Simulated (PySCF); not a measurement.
## Silicon: a sound run and one with changed settings

Sound run: Si [Ne] 3s2 3p2, Si⁺ [Ne] 3s2 3p1. All numbers are calculated (PySCF 2.14, scalar relativity by spin-free X2C-1e, in jorge-DZP-DKH (7s4p1d, 24 functions)). In the sound run the correlated levels freeze [Ne]. The sound run starts from symmetry-adapted Hartree-Fock orbitals and uses a fine grid where one is needed.

Changed run: the non-relativistic Hamiltonian (point nucleus). This setting is unsound on purpose.

```json
{"species": "Si", "method": "UHF", "sound run (hartree)": "-289.44986", "changed run (hartree)": "-288.76790", "converged": "yes"}
{"species": "Si", "method": "BP86", "sound run (hartree)": "-290.00508", "changed run (hartree)": "-289.31609", "converged": "yes"}
{"species": "Si", "method": "TPSS", "sound run (hartree)": "-289.99363", "changed run (hartree)": "-289.30812", "converged": "yes"}
{"species": "Si", "method": "MP2", "sound run (hartree)": "-289.49563", "changed run (hartree)": "-288.81370", "converged": "yes"}
{"species": "Si", "method": "CCSD(T)", "sound run (hartree)": "-289.51556", "changed run (hartree)": "-288.83371", "converged": "yes"}
{"species": "Si⁺", "method": "UHF", "sound run (hartree)": "-289.16977", "changed run (hartree)": "-288.48734", "converged": "yes"}
{"species": "Si⁺", "method": "BP86", "sound run (hartree)": "-289.70234", "changed run (hartree)": "-289.01288", "converged": "yes"}
{"species": "Si⁺", "method": "TPSS", "sound run (hartree)": "-289.69285", "changed run (hartree)": "-289.00684", "converged": "yes"}
{"species": "Si⁺", "method": "MP2", "sound run (hartree)": "-289.20512", "changed run (hartree)": "-288.52274", "converged": "yes"}
{"species": "Si⁺", "method": "CCSD(T)", "sound run (hartree)": "-289.22392", "changed run (hartree)": "-288.54164", "converged": "yes"}
```

Ionisation energy of Si:

| method | sound run (eV) | changed run (eV) |
| --- | --- | --- |
| UHF | 7.621 | 7.634 |
| BP86 | 8.238 | 8.251 |
| TPSS | 8.185 | 8.198 |
| MP2 | 7.905 | 7.918 |
| SCS-MP2 | 7.832 | 7.845 |
| CCSD | 7.925 | 7.937 |
| CCSD(T) | 7.936 | 7.948 |

Most of the change in total energy is the relativistic energy itself. On top of that the contraction fixes the core shape for the Hamiltonian it was made with, so the changed run is not a good calculation with the other Hamiltonian either.

For comparison, NIST gives 8.152 eV between the lowest levels.
